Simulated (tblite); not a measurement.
Compound: C4H10PS (charge +1).
Z-matrix (Å and degrees, GFN2-xTB geometry), rows numbered from 1:
```
C 
C   1  1.5316
S   2  1.8257  1  111.67
C   3  1.8255  2   98.44  1    69.61
C   4  1.5317  3  111.68  2   -69.60
P   1  1.8125  2  109.74  3   -63.97
H   1  1.0961  2  109.78  3    55.21
H   1  1.0954  2  110.99  3   174.98
H   2  1.0917  1  112.07  3   122.44
H   2  1.0891  1  109.97  3  -116.69
H   4  1.0916  3  108.86  2    54.65
H   4  1.0891  3  105.44  2   171.01
H   5  1.0955  4  110.99  3  -174.99
H   5  1.0961  4  109.78  3   -55.21
H   6  1.3752  1  111.17  2   173.92
H   6  1.3772  1  108.89  2   -69.24
```

Calculated harmonic vibrations of the isolated species, GFN2-xTB (tblite), most abundant isotopes, no scaling. Against measured fundamentals such values can be off by several per cent, at times by over 20. Modes of hydrogen on phosphorus can be 10 to 20 % off. One conformer, not necessarily the lowest.

Harmonic wavenumbers (cm⁻¹): 133.4, 185.5, 243.5, 286.0, 324.4, 394.7, 567.0, 656.9, 661.0, 693.5, 698.7, 731.9, 752.3, 842.1, 876.2, 906.8, 926.9, 992.4, 998.3, 1016.9, 1051.0, 1074.0, 1116.8, 1138.9, 1228.1, 1232.8, 1233.7, 1243.3, 1375.8, 1380.7, 1422.1, 1428.8, 2412.0, 2448.7, 2926.8, 2928.9, 2933.5, 2934.8, 2964.9, 2966.2, 3020.0, 3020.2.

A = 3422, B = 2148, C = 1463 MHz; mass 121.024 u (most abundant isotopes); point group Cs, symmetry number 1.

Task: What is the zero-point energy?

Result: ½Σν̃ = 28185 cm⁻¹ = 80.59 kcal/mol.

Task: Entropy at 400 K, 1 bar (ideal gas, RRHO, classical rotation)?

Result: Translation 41.77, rotation 28.67, vibration 22.22: S = 92.7 cal/(mol K).

Task: And Cp and H(400 K) − H(0)?

Result: Cp = 39.25 cal/(mol K), of which vibrations give 31.31 (their classical limit is 42 R = 83.5); H(400 K) − H(0) = 8.59 kcal/mol without the zero-point energy, 5.41 from vibrations.

Task: How do the functions run with temperature in this model?

Result: 
```csv
T (K),S (cal/(mol K)),Cp (cal/(mol K)),H − H(0) (kcal/mol),G − H(0) (kcal/mol),ln q(vib)
150,67.4,16.3,1.67,-8.43,0.76
250,77.7,25.2,3.73,-15.69,2.01
298.15,82.5,29.9,5.06,-19.55,2.72
600,111.4,53.0,17.91,-48.91,7.95
900,135.5,65.7,35.87,-86.05,13.42
```

q(vib) and H(0) count from the zero-point level.

Task: Which modes carry the vibrational entropy at 400 K?

Result: 133.4 cm⁻¹: 3.47; 185.5 cm⁻¹: 2.83; 243.5 cm⁻¹: 2.31; 286.0 cm⁻¹: 2.02; 324.4 cm⁻¹: 1.79; 394.7 cm⁻¹: 1.45 cal/(mol K); the other 36 give 8.35 together.

Hindered rotation and anharmonicity are outside this model. Other conformers, if any are populated, would add a mixing term that is left out.
